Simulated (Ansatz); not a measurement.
A calculation with Ansatz (development build ahead of 0.2.0).

```yaml
crystal:
  periodic: [false, false, false]
  atoms:
    - { symbol: Li, position_ang: [0.0, 0.0, 0.0] }
    - { symbol: H, position_ang: [3.2448, 0.0, 0.0] }
    - { symbol: H, position_ang: [-3.2448, 0.0, 0.0] }
basis:
  gaussian: { orbitals: "6-31G" }
magnetization:
  initial_magnetization: 1
hamiltonian:
  xc: hf
correlation:
  method: fci
  frozen_orbitals: { H: 0, Li: 0 }
```

The input is written out in the form of the current development build from the run's settings.

The run gave:

```json
{
 "Converged": "yes",
 "Total energy": "-8.44466 hartree",
 "State": "lowest doublet root, of any spatial symmetry"
}
```
